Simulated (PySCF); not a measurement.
## TDDFT excited states: C4H4FN

Compound: C₄H₄FN.
Structure used (PBE0-D3(BJ)/def2-SVP), in Å, numbered top down from 1:
```
atom  x, y, z in Å
F1     2.2876    0.0922   -0.1246
C2     0.9717    0.1561   -0.0295
C3     0.1318    1.2325    0.0887
C4    -1.1857    0.6851    0.1447
C5    -1.0829   -0.6836    0.0603
N6     0.2527   -0.9958   -0.0462
H7     0.4290    2.2770    0.1290
H8    -2.1127    1.2472    0.2374
H9    -1.8430   -1.4603    0.0674
H10    0.6528   -1.9204   -0.1228
```

Computed, not measured: TDDFT B3LYP/def2-SVPD, vertical, gas phase, core orbitals frozen in the response (PySCF 2.14.0, density-fitted response routines).

```
state  E (eV)  E (hartree)       f  main configurations (H = HOMO, L = LUMO)
   S1    5.46       0.2006  0.0015                                H→L (100%)
   S2    6.00       0.2203   0.012                               H→L+2 (98%)
   S3    6.40       0.2351   0.020                  H→L+3 (84%), H→L+1 (13%)
   S4    6.40       0.2352   0.109                  H→L+1 (74%), H→L+3 (15%)
   S5    6.65       0.2444  0.0000                               H-1→L (98%)
   S6    6.69       0.2460   0.011    H→L+4 (52%), H-1→L+1 (38%), H→L+1 (9%)
   S7    6.83       0.2509  0.0091                               H→L+5 (96%)
   S8    7.19       0.2641  0.0058                H-1→L+2 (73%), H→L+6 (24%)
   S9    7.20       0.2646  0.0021                H→L+6 (73%), H-1→L+2 (24%)
  S10    7.56       0.2778   0.037                             H-1→L+3 (97%)
```

Triplets (Tamm–Dancoff): T1 4.35 eV, H→L+1 (95%); T2 5.41 eV, H→L+4 (57%), H→L (25%), H-1→L+1 (16%); T3 5.41 eV, H→L (75%), H→L+4 (19%); T4 5.77 eV, H→L+2 (95%).

The lowest singlet lies at 5.46 eV (227 nm, ultraviolet) and is very weak; its leading configuration is HOMO→LUMO (100%). The strongest level in the table is S4 at 6.40 eV (194 nm, f = 0.109). S3/S4 lie within about 0.01 eV of each other. Löwdin shares by element: HOMO carbon 79% (atoms not listed hold the other 21%); LUMO hydrogen 35% or more, carbon 30% or more, nitrogen 12% (atoms not listed hold the other 24%). The listed states span 2.10 eV, and the widest gap between neighbours is 0.54 eV (S1 to S2). The oscillator strengths of these states sum to 0.208; summed over the whole spectrum of an exact calculation they would give the number of electrons, 44 (Thomas–Reiche–Kuhn). Orbital energies (eV): HOMO-3 -10.91, HOMO-2 -10.42, HOMO-1 -7.16, HOMO -5.97, LUMO 0.46, LUMO+1 0.68, LUMO+2 0.99. No computed singlet lies in the visible range (380 to 750 nm); the lowest, at 227 nm, stands 2.20 eV above its violet end (3.26 eV). All these states lie below the vertical ionisation energy of 8.34 eV (ΔSCF). Only the lowest 10 singlets were computed, as vertical energies without vibronic structure.
